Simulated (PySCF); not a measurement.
Method used: PBE0/pcSseg-1 in PySCF (dipole) on a GFN2-xTB geometry, gas phase. Rigid rotors, one computed conformer each.

Species:
1. `[CH3:1][CH:2]([CH3:3])[CH2:4][OH:5]` with C1–C2–C4–O5 62°, C2–C4–O5–H 58°
2. `[CH3:1][C:2]([CH3:3])([CH3:4])[C:5]([NH2:6])=[O:7]` with C2–C5–N6–H 180° and 0°
3. `[OH:1][CH:2]1[CH2:3][CH2:4][CH2:5][CH2:6][CH2:7]1` with H–O1–C2–C3 -62°, O1–C2–C3–C4 -178°, C2–C3–C4–C5 -58°, C3–C4–C5–C6 57°, C4–C5–C6–C7 -57°
4. `[CH2:1]=[CH:2][S:3](=[O:4])(=[O:5])[CH:6]=[CH2:7]` with C1–C2–S3–O4 135°, C2–S3–C6–C7 -110°

Rotational constants (MHz) and dipole components (D):

```tsv
set	A	B	C	μa	μb	μc
P	3662	1817	1653	0.00	4.63	0.01
Q	7625	3513	2682	1.10	0.58	1.14
R	3306	2374	1985	1.07	3.48	0.01
S	4331	2241	1632	1.42	0.00	1.00
```

**Question.** Match each set to its species.

**Answer.** P = 4, Q = 1, R = 2, S = 3.

- 1 (set Q): mass 74.1 u, 5 heavy atoms, longest extent 4.7 Å, C1, asymmetric top, Ia, Ib, Ic = 66.3, 143.9, 188.4 u·Å².
- 2 (set R): mass 101.1 u, 7 heavy atoms, longest extent 5.4 Å, Cs, asymmetric top, Ia, Ib, Ic = 152.9, 212.9, 254.6 u·Å².
- 3 (set S): mass 100.1 u, 7 heavy atoms, longest extent 5.5 Å, Cs, asymmetric top, Ia, Ib, Ic = 116.7, 225.5, 309.8 u·Å².
- 4 (set P): mass 118.0 u, 7 heavy atoms, longest extent 6.4 Å, C2, asymmetric top, Ia, Ib, Ic = 138.0, 278.1, 305.7 u·Å².

Each constant is 505379 MHz·u·Å² over a principal moment. Point groups hold within 0.08 Å; constants that symmetry makes equal can differ a little in the computed geometry, and forbidden dipole components can keep a residue. No structure here is proved a minimum.
